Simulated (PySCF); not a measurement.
## Excitation energies in several basis sets

C2H4ClF.
Numbering: `[F:1][CH2:2][CH2:3][Cl:4]` (hydrogens: H5, H6 on C2; H7, H8 on C3)

TDDFT with PBE0 (PySCF), vertical singlets, core orbitals frozen in the response, spherical d and f functions. Geometry: PBE0-D3(BJ)/def2-SVP, one conformer, isolated molecule.

Q: Compare 6-31G*, def2-SVP, 6-31+G*, def2-SVPD, aug-cc-pVDZ, def2-TZVP, def2-TZVPD and aug-cc-pVTZ for this molecule.

A: 

| basis | functions | diffuse | S1 (eV) | S2 (eV) | S3 (eV) | S4 (eV) | S5 (eV) | LUMO (eV) | α (au) |
| --- | --- | --- | --- | --- | --- | --- | --- | --- | --- |
| 6-31G* | 68 | no | 7.68 | 7.72 | 8.99 | 9.52 | 10.20 | 0.84 | 31.3 |
| def2-SVP | 80 | no | 7.80 | 7.85 | 9.20 | 9.37 | 9.47 | 1.04 | 30.9 |
| 6-31+G* | 84 | yes | 7.35 | 7.40 | 8.10 | 8.20 | 8.66 | 0.10 | 35.7 |
| def2-SVPD | 122 | yes | 7.38 | 7.44 | 8.34 | 8.45 | 8.76 | 0.17 | 41.4 |
| aug-cc-pVDZ | 132 | yes | 7.29 | 7.33 | 7.71 | 7.81 | 8.29 | -0.11 | 41.5 |
| def2-TZVP | 154 | no | 7.48 | 7.52 | 8.86 | 8.91 | 8.97 | 0.52 | 37.3 |
| def2-TZVPD | 196 | yes | 7.23 | 7.27 | 7.95 | 8.04 | 8.55 | 0.02 | 42.3 |
| aug-cc-pVTZ | 280 | yes | 7.26 | 7.30 | 7.69 | 7.78 | 8.26 | -0.13 | 42.3 |

States are compared by their number. Against the largest diffuse basis here (aug-cc-pVTZ, itself not a converged limit), sets without diffuse functions differ by up to 0.54 eV in S1 and 1.94 eV in S5; the smaller diffuse sets differ by up to 0.12 and 0.50 eV. State by state, the largest deviation of a set without diffuse functions is S1 0.54, S2 0.56, S3 1.52, S4 1.74, S5 1.94 eV. The same number needn't mean the same state in each row. Against aug-cc-pVTZ the polarisability deviates by -26% in 6-31G*, -27% in def2-SVP, -16% in 6-31+G*, -2% in def2-SVPD, -2% in aug-cc-pVDZ, -12% in def2-TZVP, 0% in def2-TZVPD. A single + in a Pople set puts diffuse functions on heavy atoms only.
